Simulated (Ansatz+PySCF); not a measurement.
Results of a calculation; reference values are marked as such.
Input for Ansatz (development build ahead of 0.2.0):

```yaml
crystal:
  periodic: [false, false, false]
  atoms:
    - { symbol: F, position_ang: [0.0, 0.0, -0.68823] }
    - { symbol: F, position_ang: [0.0, 0.0, 0.68823] }
basis:
  gaussian: { orbitals: def2-SVP }
magnetization:
  spin_polarized: true
hamiltonian:
  xc: hf
correlation:
  method: mp2
  frozen_orbitals: { F: 1 }
scf:
  omitted_lower_state_checks: [stability, starts, atomic_configurations, cluster_reference, orbital_swaps, given_window_search, neighbouring_geometries, increment]
```

The input is written out in the form of the current development build from the run's settings.

The run gave:

```json
{"Converged": "yes", "Reference energy": "-198.51019 hartree", "Correlation energy": "-0.38672 hartree", "Total energy": "-198.89690 hartree", "Spin squared of the determinant": "0.000", "Occupied orbitals by symmetry in an Abelian subgroup (alpha; beta)": "3 Ag 2 B1u 1 B2g 1 B2u 1 B3g 1 B3u; 3 Ag 2 B1u 1 B2g 1 B2u 1 B3g 1 B3u"}
```

Messages of the program:
```
mean field -5401.73740228 eV, -198.5101881046 hartree, gradient 2.6e-6 eV, S^2 0.000000; 0 other ends of a descent, 0 dependent functions left out
```

The reference isn't the lowest determinant (another lies 0.08 eV lower), but the same method gives a higher total on the lower determinant.
